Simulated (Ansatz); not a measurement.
Ansatz (a quantum-chemistry and plane-wave program) input (BLYP/def2-TZVPD):

Ansatz 0.2 input:
```yaml
crystal:
  periodic: [false, false, false]
  atoms:
    - {symbol: C, position_ang: [-0.00159204, -0.00021295, -0.45999677]}
    - {symbol: C, position_ang: [0.00380641, 0.00050915, 1.09980700]}
    - {symbol: F, position_ang: [-0.02191591, 1.25327827, -0.84171461]}
    - {symbol: F, position_ang: [1.09229255, -0.61076651, -0.84470792]}
    - {symbol: F, position_ang: [-1.07911077, -0.64368004, -0.83717749]}
    - {symbol: N, position_ang: [0.00772575, 0.00103340, 2.23224164]}
    - {symbol: H, position_ang: [0.01124075, 0.00150357, 3.24784744]}
basis:
  gaussian:
    orbitals: def2-TZVPD
hamiltonian:
  xc: {name: BLYP}
total_charge: 1
output: {forces: true}
```

End of the output:

```
integrals: 0.15 GiB planned
1169 factors; their error is unknown
mean field: 1.20 GiB planned
mean field evaluation 1: about -11713.4205 eV, gradient 9.0e1 eV
mean field evaluation 2: about -11693.4308 eV, gradient 1.5e2 eV
mean field evaluation 4: about -11724.1531 eV, gradient 1.5e1 eV
mean field evaluation 8: about -11724.5795 eV, gradient 1.7e-1 eV
mean field evaluation 16: about -11724.5620 eV, gradient 2.0e-4 eV
mean field -11724.56199843 eV, -430.8697062487 hartree, gradient 6.0e-5 eV, S^2 0.000000; 0 other end points of the search recorded, 0 dependent functions left out
the calculation of the forces begins
reference -11724.56232754 eV, -430.8697183435 hartree; 23, 23 occupied and 217, 217 virtual orbitals, 1169 factors
Total energy: -11724.56232754 eV, -430.8697183435 hartree
Atom 0 at    -0.001592    -0.000213    -0.459997 Å, force     0.001844     0.000248     0.532774 eV/Å
Atom 1 at     0.003806     0.000509     1.099807 Å, force    -0.004117    -0.000577    -1.189599 eV/Å
Atom 2 at    -0.021916     1.253278    -0.841715 Å, force    -0.015584     0.962337    -0.287598 eV/Å
Atom 3 at     1.092293    -0.610767    -0.844708 Å, force     0.839820    -0.468730    -0.289902 eV/Å
Atom 4 at    -1.079111    -0.643680    -0.837177 Å, force    -0.827218    -0.493999    -0.284121 eV/Å
Atom 5 at     0.007726     0.001033     2.232242 Å, force     0.004361     0.000598     1.260086 eV/Å
Atom 6 at     0.011241     0.001504     3.247847 Å, force     0.000894     0.000123     0.258359 eV/Å
Dipole moment:     0.005231     0.000700     1.511455 e Å
```

It need not be the lowest isomer of its formula.
